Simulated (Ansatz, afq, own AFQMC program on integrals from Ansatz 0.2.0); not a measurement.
AFQMC on a folder of integrals that Ansatz 0.2.0 wrote.

```yaml
crystal:
  periodic: [false, false, false]
  atoms:
    - {symbol: Al, position_ang: [0.000000, 0.000000, 0.000000]}
    - {symbol: N, position_ang: [0.000000, 0.000000, 1.789283]}
basis:
  gaussian: {orbitals: 6-31G}
magnetization: {spin_polarized: true, initial_magnetization: 2}
correlation: {method: ccsd_t, electrons: outside_noble_gas, hamiltonian_folder: ham}
```

```sh
$ ansatz run in.yaml --threads 1 --pin off --events-out ev --progress --plain --max-ram 24576MiB --backend cuda --devices 0, --max-vram 18GiB
```

afq runs on the folder ham with

```
--method phaseless --trial hf --walkers 4000 --populations 20 --least-time 40 --time-step 0.005 --steps-per-block 20 --equilibration-blocks 112 --max-blocks 4000 --target-error 0.0008500 --factor-cut 1e-05 --start spin_pure --seed 9086 --taylor-order 6
```

Times are imaginary, in 1/Eh. The walk had a cap of 49 s. With eight or more populations the least sampling time is a fifth of least-time, and the error comes from their spread.

```
orbitals 16  electrons 5 3  factors 87 of 270
reference energy -296.22808750 Eh
CCSD correlation -0.11717726 Eh in 15 cycles, weight of the determinant in the CISD state 0.8226
energy of the start -296.229627 Eh
 block  time / (1/Eh)  mean weight  energy / Eh
     1     0.100  1.0003  -296.248397
     2     0.200  1.0004  -296.262428
     3     0.300  1.0005  -296.274716
     4     0.400  1.0005  -296.282414
     5     0.500  1.0005  -296.289903
     8     0.800  1.0006  -296.304916
    13     1.300  1.0003  -296.317888
    25     2.500  0.9999  -296.333323
    37     3.700  1.0002  -296.339019
    49     4.900  0.9999  -296.341017
    61     6.100  0.9998  -296.341133
    73     7.300  0.9998  -296.338354
    85     8.500  0.9999  -296.346077
    97     9.700  1.0000  -296.348102
   109    10.900  1.0000  -296.349202
   121    12.100  1.0000  -296.344254
   133    13.300  1.0001  -296.342020
   145    14.500  1.0002  -296.351485
   157    15.700  0.9997  -296.344937
   169    16.900  0.9999  -296.345148
   181    18.100  1.0000  -296.341922
   189    18.900  0.9996  -296.343710
error from the spread of 20 populations
energy -296.344180 +/- 0.000568 Eh
(rows thinned)
```

(1) Estimate how long the walk took on 1 × NVIDIA H100 80GB HBM3 with 2 threads of AMD EPYC 7R13 Processor (Zen 3) (shared host) (the card was shared).

The run passed its tests (sampling time, drift between the halves within three errors, error under three times the target), which doesn't prove that it has relaxed. The second half of the sampling lies above the first by 1.6 errors of their difference, so the energy may still be moving and its error bar be too small.

Against this walk (error 15.5 meV) on the same determinant: CCSD(T) 132.8 meV lower, CCSDT(Q) 198.2 meV lower, CCSDTQ 194.1 meV lower, full CI 194.9 meV lower, a separate phaseless walk with a CISD trial and standard settings 149.5 ± 16.0 meV lower. The error is statistical and leaves out the bias of the constraint. Full CI is exact here, so the walk's 195 meV above it is the walk's own error: the bias of the constraint with this trial, or a walk that hasn't relaxed.

Cautions: constraint bias not in the error; lower spins were not checked; an unrestricted solution with more broken spin lies lower (246 meV, ⟨S²⟩ 2.14); strong correlation (T1 0.069, weight of the determinant 0.82, largest double 0.10); unrestricted determinant slightly spin contaminated (⟨S²⟩ 2.07 against 2.00).

## Answers

(1) 10 s of wall time.

CCSDT and higher add their correlation energy to the determinant of the CCSD(T) run, since their own runs factorise the integrals more tightly (a shift of under 2 meV). A walk keeps the symmetry of its determinant, which the program's search chose and which needn't be the lowest solution, so a lower state of the same spin and another symmetry isn't excluded.
